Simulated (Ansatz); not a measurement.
Method: frozen-core CCSD(T)/cc-pVTZ // B3LYP-D3(BJ)/def2-TZVP run with Ansatz (an electronic-structure program).

Ansatz 0.2 input:
```yaml
crystal:
  periodic: [false, false, false]
  atoms:
    - { symbol: F, position_ang: [-0.847819, -1.397002, 0.001056] }
    - { symbol: Al, position_ang: [0.000019, 0.000048, -0.000032] }
    - { symbol: F, position_ang: [1.63381, -0.035822, -0.000147] }
    - { symbol: F, position_ang: [-0.786009, 1.432776, -0.000877] }
basis:
  gaussian: { orbitals: cc-pVTZ }
correlation:
  method: ccsd_t
```

Output:

```
Functional definition: HF
778 factors; integrals over basis functions are off by at most 1.3e-3 eV
mean field evaluation 1: about -14706.9150 eV, gradient 4.7e1 eV
mean field evaluation 2: about -14706.9804 eV, gradient 4.7e1 eV
mean field evaluation 4: about -14710.2723 eV, gradient 1.4e0 eV
mean field evaluation 8: about -14710.2984 eV, gradient 9.5e-5 eV
mean field evaluation 16: about -14710.1491 eV, gradient 1.3e0 eV
mean field -14710.29840424 eV, -540.5934953574 hartree, gradient 8.2e-7 eV, S^2 0.000000; 0 other end points of the search recorded, 0 dependent functions left out
8 core orbitals not correlated
reference -14710.29840424 eV, -540.5934953574 hartree; 12, 12 occupied and 104, 104 virtual orbitals, 778 factors
second order -22.61556225 eV of doubles, -0.00000000 eV of singles
cycle   1  -22.02528363 eV  change    5.9e-1 eV  update   9.4e-2
cycle   2  -22.42758329 eV  change   -4.0e-1 eV  update   2.7e-2
cycle   3  -22.52951451 eV  change   -1.0e-1 eV  update   1.3e-2
cycle   4  -22.51084294 eV  change    1.9e-2 eV  update   2.7e-3
cycle   5  -22.50723341 eV  change    3.6e-3 eV  update   9.5e-4
cycle   6  -22.50788494 eV  change   -6.5e-4 eV  update   3.0e-4
cycle   7  -22.50778898 eV  change    9.6e-5 eV  update   8.1e-5
cycle   8  -22.50772535 eV  change    6.4e-5 eV  update   2.3e-5
cycle   9  -22.50773181 eV  change   -6.5e-6 eV  update   6.1e-6
perturbative correction -0.62508989 eV, -0.0229716297 hartree
Total energy: -14733.43122594 eV, -541.4436108748 hartree
```

Cost: very roughly 12 core-seconds.
